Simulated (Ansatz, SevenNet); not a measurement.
**Ladder of methods for the equilibrium lattice constant a of wurtzite GaN**

Reference value: 3.189 Å (measured, room temperature, not corrected to a static lattice; as tabulated in Lucero et al. (2012), arXiv:1111.4515).

```
level (code)                   value (Å)
-----------------------------  ---------
SevenNet-0                         3.217
LDA (Ansatz)                         [?]
PBE (Ansatz)                       3.218
PBE-D4 (Ansatz)                    3.185
r²SCAN (Ansatz)                    3.183
B3LYP (VWN-RPA form) (Ansatz)        [?]
Hartree–Fock (Ansatz)              3.191
```

**Question.** Fill in the missing entries.

**Answer.** 
- LDA (Ansatz, an electronic-structure program), value (Å): 3.152
- B3LYP (VWN-RPA form) (Ansatz), value (Å): 3.212

Differences against the reference: SevenNet-0 +0.88 %, LDA -1.16 %, PBE +0.91 %, PBE-D4 -0.13 %, r²SCAN -0.19 %, B3LYP (VWN-RPA form) +0.72 %, Hartree–Fock +0.06 %.

The reference is not for a static lattice or low temperature, so close values are not ranked against it.

The measured value isn't corrected to a static lattice, so vibrations enter the comparison.  Cutoffs and k meshes differ between the levels. Ansatz's density-functional and Hartree–Fock values are scalar-relativistic unless marked +SOC, with PAW data made under PBE.

Machine-learned potentials (SevenNet-0) are trained on DFT data: a solid inside that data is no test of them.

Differences are worked out from the printed values.
